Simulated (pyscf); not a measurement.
Structures and frequencies: ωB97X-D3(BJ)/def2-SVP in PySCF.

Problem. How much does it cost (ΔH, 298 K, ωB97M-D3(BJ)/def2-TZVP) to split HO–NbH(F)(F)–F at its H–Nb bond into [HO–Nb(F)(F)–F]• + H•?

Solution. H–Nb to [HO–Nb(F)(F)–F]• + H•: 55.1 kcal/mol. The 7 functionals that were run give +52.1 (M06-2X) to +59.2 kcal/mol (r²SCAN). The radicals are drawn with the spin at the cut bond; how far it spreads was not checked. Other isomers of [HO–Nb(F)(F)–F]• were not searched in full and may lie lower. Open-shell species with a d-block atom are single-reference here; other states, and whether the spin sits on metal or ligand, were not checked. Elements past Kr carry the def2 core potentials, without spin-orbit coupling.
